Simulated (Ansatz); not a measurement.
## Worked example: correlation energy of AsH⁺, quartet

Geometry: a point of a stretch scan, not a stationary point.

```tsv
atom	x (Å)	y (Å)	z (Å)
As	0.0000	0.0000	0.0000
H	0.0000	0.0000	1.7810
```

Basis cc-pVTZ; Ansatz 0.2.0. Only valence electrons are correlated (noble-gas cores and the filled d shells of p-block atoms frozen), which leaves 5 electrons in 43 orbitals. Prefix R: restricted or restricted open-shell reference. No spin–orbit coupling is included, and no scalar relativity.

Full CI is exact within this basis and frozen core; it isn't the basis-set limit.

Runs differ by some tens of microhartree through their thresholds and, for an open shell, their frozen cores, so steps under 0.03 kcal/mol mean nothing.

```
    level  total energy (hartree)
      RHF            -2234.414500
     RMP2            -2234.487105
    RCCSD            -2234.503337
 RCCSD(T)            -2234.506099
   RCCSDT            -2234.506735
RCCSDT(Q)            -2234.506816
  full CI            -2234.506817
```

What is the correlation energy at full CI, and what share of it do RMP2 and RCCSD recover?

E(corr) = -2234.506817 − (-2234.414500) = -0.092317 hartree = -2.512 eV. RMP2: -0.072605 / -0.092317 = 78.65 %. RCCSD: -0.088837 / -0.092317 = 96.23 %.

By how many kcal/mol does RCCSD(T) miss full CI (1 hartree = 627.509 kcal/mol), and which steps make up the rest?

-2234.506099 − (-2234.506817) = 0.000718 hartree = 0.45 kcal/mol. Steps: RCCSDT − RCCSD(T) = -0.40, RCCSDT(Q) − RCCSDT = -0.05, full CI − RCCSDT(Q) = 0.00 kcal/mol. That is within 1 kcal/mol of the reference in this basis, which itself misses far more of the correlation at the basis-set limit.
